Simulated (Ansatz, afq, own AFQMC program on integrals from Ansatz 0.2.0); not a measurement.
AlBH₂, triplet in aug-cc-pVDZ, levels against CCSDT(Q)

```xyz
4

B     0.0000    0.0000    1.3689
Al    0.0000    0.0000   -0.6894
H     0.0000    1.0776    1.8859
H     0.0000   -1.0776    1.8859
```

Connectivity, by distances: BH2–Al.

Basis aug-cc-pVDZ. Noble-gas cores (and the filled d shells of Ga–Kr and In–Xe) are frozen. Ansatz 0.2.0 and our own AFQMC program on the same integrals; the CISD trial comes from CCSD amplitudes, and released means the phaseless constraint is let go. Free AFQMC starts from the CCSD state and is never constrained. Its projection time is finite, and what remains of the start isn't in its error. Error bars are statistical, one sigma.

Determinant: UHF, the one that the program's search chose, which needn't be the lowest solution. The geometry is a PBE0/def2-TZVP stationary point of this or a neighbouring charge and spin state.

No full CI on the walks' own integrals is used here; CCSDT(Q) serves as the reference and is uncertain by about the last step of the cluster series.

Cautions: the released energies have errors that jump between times, so the bars are unsure, so no released level is given (meV from the phaseless value at times in 1/Eh: -0.2 ± 2.3 at 0.24, -10 ± 7 at 0.51, 14 ± 20 at 0.99, -11.8 ± 1.7 at 1.62, -15.6 ± 2.0 at 2.40), though the last usable value meets CCSDT(Q) within the noise.

The T1 diagnostic is 0.0185 and the weight of the determinant in the CISD state is 0.883. The ⟨S²⟩ of the determinant is 2.028 and the size of the correlated space is 8 electrons in 62 orbitals.

```json
{"level": "MP2", "correlation energy (eV)": "-3.4678"}
{"level": "CCSD", "correlation energy (eV)": "-4.3144"}
{"level": "CCSD(T)", "correlation energy (eV)": "-4.4753"}
```

(1) Estimate where phaseless AFQMC with a CISD trial lies against CCSD(T) on the same integrals.

(1) 0.76 ± 0.10 kcal/mol below CCSD(T).

Reference: CCSDT(Q), correlation energy -4.522 eV.

```json
{"level": "CCSD(T)", "E − E(reference) (kcal/mol)": "1.08", "share of correlation (%)": "98.96"}
{"level": "CCSDT", "E − E(reference) (kcal/mol)": "0.22", "share of correlation (%)": "99.79"}
{"level": "ph-AFQMC/HF", "E − E(reference) (kcal/mol)": "2.50 ± 0.43", "share of correlation (%)": "97.60"}
{"level": "ph-AFQMC/CISD", "E − E(reference) (kcal/mol)": "0.33 ± 0.10", "share of correlation (%)": "99.68"}
{"level": "free AFQMC", "E − E(reference) (kcal/mol)": "-0.06 ± 0.10", "share of correlation (%)": "100.05"}
```

Free projections are given only where their last times agree within the noise and don't stop above the reference; a slow remainder of the start can still hide under it. A walk keeps the symmetry of its determinant, which the program's search chose and which needn't be the lowest solution, so a lower state of the same spin and another symmetry isn't excluded.
